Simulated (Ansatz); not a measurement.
Born–Oppenheimer molecular dynamics of C3H4FN (9 atoms, charge 0, multiplicity 1). It starts from a relaxed structure.

Theory: UKS PBE0-D4/6-31G (Ansatz).

```
ensemble        : NVT, Nosé–Hoover chain
time step       : 0.5 fs
steps asked     : 266
set temperature : 3000 K
thermostat      : time constant 100 fs, chain length 5
seed            : 798503
```

First frame:

```xyz
9
Properties=species:S:1:pos:R:3
N -0.684 0.537 1.711
C -0.212 0.124 0.613
C 1.004 -0.362 -0.060
C -0.300 -0.140 -0.835
F -0.372 0.944 -1.731
H -1.658 0.865 1.644
H 1.354 -1.382 0.071
H 1.797 0.367 -0.212
H -0.840 -0.999 -1.219
```

Task: How far do the bonds stretch over the last three quarters of this one trajectory? (Pairs bonded in most of those frames.)

Result: 
```csv
bond,mean (Å),spread (Å),shortest,longest
N1–C2,1.281,0.045,1.20,1.36
N1–H6,1.063,0.094,0.91,1.21
C2–C3,1.468,0.039,1.38,1.55
C2–C4,1.488,0.060,1.35,1.61
C3–C4,1.641,0.136,1.48,1.88
C3–H7,1.092,0.026,1.05,1.14
C3–H8,1.096,0.041,1.03,1.15
C4–F5,1.442,0.039,1.37,1.53
C4–H9,1.122,0.095,0.96,1.28
```

Mean temperature of the second half: 1832 K. The conserved energy stayed within 2.3 meV per atom of its start (net change 1.2 meV per atom), so the integration is sound. The mean temperature of the second half is 39 % below the set value. A run of 0.13 ps of so small a system gives no equilibrium averages. Limits of this set-up: no polarisation functions.

Time of the run: 12 min on 2 threads of Arm Neoverse N1 (shared host), peak memory 0.15 GiB.
